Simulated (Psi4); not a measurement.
**AlH (SMILES [AlH]) at PBE/def2-TZVPPD**

What is the vertical ionisation energy of AlH at PBE/def2-TZVPPD? 

The results are computed with Psi4 1.11.

1 further run of the same task is left out (set aside as unsound or not needed).

## Step 1: The structure to begin with

AlH: 2 atoms, total charge 0, spin state singlet. SMILES: `[AlH]`. The coordinates come from a PBE0-D4/def2-TZVP relaxation.

Bond lengths: Al1–H2 1.665 Å.

## Step 2: Energy and gradient at PBE/def2-TZVPPD

Contents of job.in:

```
memory 2200 mb

molecule system {
  0 1
  Al     0.000000     0.000000    -0.025640
  H      0.000000     0.000000     1.639110
  symmetry c1
  no_reorient
  no_com
}

set globals {
  reference rks
  puream true
  e_convergence 1e-09
  d_convergence 1e-08
  scf_type pk
  dft_radial_points 99
  dft_spherical_points 590
}

e, wfn = gradient("pbe/def2-TZVPPD", return_wfn=True)
oeprop(wfn, "MULLIKEN_CHARGES", "QUADRUPOLE", "MAYER_INDICES")
print_variables()
```

On the command line:

```sh
$ psi4 job.in job.out -n 1
```

job.out:

```text
[...]
  Running in c1 symmetry.
[...]
  Nuclear repulsion =    4.132334427817991
[...]
  Multiplicity = 1
[...]
  Nalpha       = 7
  Nbeta        = 7
[...]
    Number of basis functions: 65
[...]
   @RKS iter   1:  -242.80047154469318   -2.85311e-01   4.22287e-03 ADIIS/DIIS
[...]
   @RKS iter   8:  -242.83797354581606   -1.23862e-10   7.46648e-09 DIIS
[...]
    Orbital Energies [Eh]
    ---------------------
    Doubly Occupied:
       1A    -55.388820     2A     -3.943119     3A     -2.548534
       4A     -2.548534     5A     -2.539169     6A     -0.325926
       7A     -0.180326
[...]
  @RKS Final Energy:  -242.83797354581606
   => Energetics <=
    Nuclear Repulsion Energy =              4.1323344278179910
    One-Electron Energy =                -345.6501632151604326
    Two-Electron Energy =                 117.4747206221315565
    DFT Exchange-Correlation Energy =     -18.7948653806051205
    Empirical Dispersion Energy =           0.0000000000000000
    VV10 Nonlocal Energy =                  0.0000000000000000
    Total Energy =                       -242.8379735458160553
[...]
  -Total Gradient:
     Atom            X                  Y                   Z
    ------   -----------------  -----------------  -----------------
       1       -0.000000000744    -0.000000000161     0.002587656397
       2        0.000000000744     0.000000000161    -0.002587623971
[...]
 Multipole Moments:
 ------------------------------------------------------------------------------------
     Multipole            Electronic (a.u.)      Nuclear  (a.u.)        Total (a.u.)
 ------------------------------------------------------------------------------------
 L = 1.  Multiply by 2.5417464519 to convert [e a0] to [Debye]
 Dipole X            :         -0.0000001            0.0000000           -0.0000001
 Dipole Y            :         -0.0000000            0.0000000           -0.0000000
 Dipole Z            :         -2.5316834            2.4675855           -0.0640979
 Magnitude           :                                                    0.0640979
 L = 2.  Multiply by 1.3450342976 to convert [e a0^2] to [Debye ang]
 Quadrupole XX       :         -9.2554369            0.0000000           -9.2554369
 Quadrupole XY       :          0.0000000            0.0000000            0.0000000
[...]
  Mulliken Charges: (a.u.)
   Center  Symbol    Alpha    Beta     Spin     Total
       1    AL     6.42243  6.42243  0.00000  0.15515
       2     H     0.57757  0.57757  0.00000 -0.15515
   Total alpha =  7.00000, Total beta =  7.00000, Total charge = -0.00000
  Mayer Bond Indices:
[...]
```

It took 9 s on 1 thread of Intel Xeon Platinum 8259CL at 2.50GHz (Skylake/Cascade Lake), shared host; peak memory 0.45 GiB.

## Step 3: The doublet cation: a single-point energy at UPBE/def2-TZVPPD

Contents of alh.py:

```python
import psi4

psi4.set_memory('2200 MB')
psi4.set_num_threads(1)
psi4.core.set_output_file('output.dat', False)

mol = psi4.geometry("""
1 2
Al     0.000000     0.000000    -0.025640
H      0.000000     0.000000     1.639110
symmetry c1
no_reorient
no_com
""")

psi4.set_options({
    'basis': 'def2-TZVPPD',
    'reference': 'uks',
    'puream': True,
    'e_convergence': 1e-09,
    'd_convergence': 1e-08,
    'scf_type': 'pk',
    'dft_radial_points': 99,
    'dft_spherical_points': 590,
    'maxiter': 100,
})

energy_value, wavefunction = psi4.energy("pbe", return_wfn=True)
print('E =', round(energy_value, 9))
```

On the command line:

```sh
$ python alh.py
```

output.dat:

```text
[...]
  Running in c1 symmetry.
[...]
  Nuclear repulsion =    4.132334427817991
[...]
  Multiplicity = 2
[...]
  Nalpha       = 7
  Nbeta        = 6
[...]
    Number of basis functions: 65
[...]
   @UKS iter   1:  -242.51314652203214    2.01429e-03   3.34462e-03 DIIS/ADIIS
[...]
   @UKS iter  10:  -242.53917991307787   -1.36424e-12   1.80543e-09 DIIS
[...]
   @S^2 Observed:                7.564581114E-01
[...]
    Orbital Energies [Eh]
    ---------------------
    Alpha Occupied:
       1A    -55.720232     2A     -4.269811     3A     -2.874494
       4A     -2.874494     5A     -2.868453     6A     -0.618879
       7A     -0.478949
    Alpha Virtual:
       8A     -0.345571     9A     -0.345571    10A     -0.220898
      11A     -0.148971    12A     -0.139170    13A     -0.139170
      14A     -0.120779    15A     -0.120779    16A     -0.086990
      17A     -0.037029    18A     -0.026627    19A     -0.026627
      20A      0.009428    21A      0.009428    22A      0.025866
      23A      0.025866    24A      0.034509    25A      0.065102
[...]
  @UKS Final Energy:  -242.53917991307787
   => Energetics <=
    Nuclear Repulsion Energy =              4.1323344278179910
    One-Electron Energy =                -341.2817249623930138
    Two-Electron Energy =                 113.1723896438362971
    DFT Exchange-Correlation Energy =     -18.5621790223391443
    Empirical Dispersion Energy =           0.0000000000000000
    VV10 Nonlocal Energy =                  0.0000000000000000
    Total Energy =                       -242.5391799130778736
[...]
 Multipole Moments:
 ------------------------------------------------------------------------------------
     Multipole            Electronic (a.u.)      Nuclear  (a.u.)        Total (a.u.)
 ------------------------------------------------------------------------------------
 L = 1.  Multiply by 2.5417464519 to convert [e a0] to [Debye]
 Dipole X            :          0.0000000            0.0000000            0.0000000
 Dipole Y            :          0.0000000            0.0000000            0.0000000
 Dipole Z            :         -2.4977049            2.4675855           -0.0301194
 Magnitude           :                                                    0.0301194
[...]
```

Standard output:

```text
E = -242.539179913
```

It took 9.3 s on 1 thread of Intel Xeon Platinum 8259CL at 2.50GHz (Skylake/Cascade Lake), shared host; peak memory 0.44 GiB.

## Step 4: Summary of results

Level: PBE/def2-TZVPPD.

```
                                          quantity          value
                         singlet AlH: total energy  -242.83797 Eh
                        singlet AlH: dipole moment         0.16 D
                          singlet AlH: HOMO energy       -4.91 eV
                          singlet AlH: LUMO energy       -2.55 eV
                        singlet AlH: HOMO–LUMO gap        2.36 eV
             singlet AlH: largest force on an atom     0.133 eV/Å
                      doublet cation: total energy  -242.53918 Eh
doublet cation: HOMO energy (highest over α and β)      -13.03 eV
 doublet cation: LUMO energy (lowest over α and β)      -11.34 eV
                              doublet cation: ⟨S²⟩          0.756
vertical ionisation energy (to the doublet cation)       8.131 eV
```

In words: The vertical ionisation energy comes to 8.13 eV (187 kcal/mol). The negative HOMO energy of the first species, 4.91 eV, lies 3.22 eV below that difference.
